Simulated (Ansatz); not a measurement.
Elements on the sites of an ideal diamond lattice, at a guessed lattice constant:

```xyz
20
Lattice="2.9062 2.9062 5.8123 -2.9062 -2.9062 5.8123 8.7185 -5.8123 2.9062" Properties=species:S:1:pos:R:3 pbc="T T T"
C     4.3592   -4.3592    4.3592
Ge    5.8123   -2.9062    2.9062
Ge    5.8123   -5.8123    5.8123
Ge    8.7185   -2.9062    5.8123
Ge    0.0000    0.0000    0.0000
Ge    2.9062    0.0000    2.9062
Ge    2.9062   -2.9062    5.8123
Ge    5.8123    0.0000    5.8123
Ge    5.8123   -2.9062    8.7185
Ge    0.0000    0.0000    5.8123
Ge    4.3592   -4.3592   10.1715
Ge    7.2654   -4.3592    7.2654
Ge    7.2654   -4.3592   13.0777
Ge    1.4531   -1.4531   10.1715
Ge    4.3592   -1.4531    7.2654
Ge    1.4531   -4.3592    7.2654
Ge    1.4531    1.4531    7.2654
Sn    2.9062    0.0000    8.7185
Sn    1.4531   -1.4531    4.3592
Pb   -1.4531   -1.4531    7.2654
```

Cell and atoms were relaxed without symmetry on coarser meshes and computed once more. Theory: DFT PBE, scalar-relativistic, plane waves, PAW in Ansatz.

Plane waves to 420 eV, a k mesh through Γ of 5×5×4 on the computed 20-atom cell and Gaussian smearing (0.10 eV); no spin polarisation.

The relaxation ran on 2×2×2 (shifted) and then 3×3×2 k points with a smearing of 0.1 eV, from sites shaken by 0.02 Å.

Q: What does the relaxation give?

A: A volume of 24.41 Å³/atom and no gap on the mesh. It lies 0.18 eV/atom above the elements' standard states (static lattices, no corrections for gases). The atoms leave their sites by 0.26 Å (root mean square) and 0.52 Å at most, and the cell stretches by up to 1.1 % at fixed volume.

```
CELL_PARAMETERS angstrom
2.89627 2.89016 5.74577
-2.90188 -2.89718 5.75232
8.78450 -5.87801 2.87370
ATOMIC_POSITIONS crystal
C 0.07577 0.37997 0.60447
Ge 0.18738 0.05627 0.60390
Ge 0.10567 0.48997 0.76383
Ge 0.61754 0.00728 0.77805
Ge 0.97678 0.99959 0.99107
Ge 0.39763 0.97811 0.22422
Ge 0.27009 0.49382 0.44945
Ge 0.80576 0.00097 0.39989
Ge 0.75452 0.48859 0.60056
Ge 0.50249 0.47486 0.98789
Ge 0.58058 0.87378 0.59150
Ge 0.48315 0.37524 0.78161
Ge 0.98349 0.87641 0.78454
Ge 0.77373 0.88999 0.20085
Ge 0.66541 0.37142 0.42082
Ge 0.16513 0.87619 0.42433
Ge 0.88038 0.36925 0.96984
Sn 0.87490 0.49731 0.19380
Sn 0.28108 0.37094 0.21930
Pb 0.37888 0.87748 0.99695
```

Spin-orbit coupling is left out, which matters for the bands of heavy elements.

Cost: 2 runs of about 33 core-minutes in all (earlier runs that led there not counted), on Intel Xeon Processor @ 2.50GHz (Skylake/Cascade Lake) (shared hosts).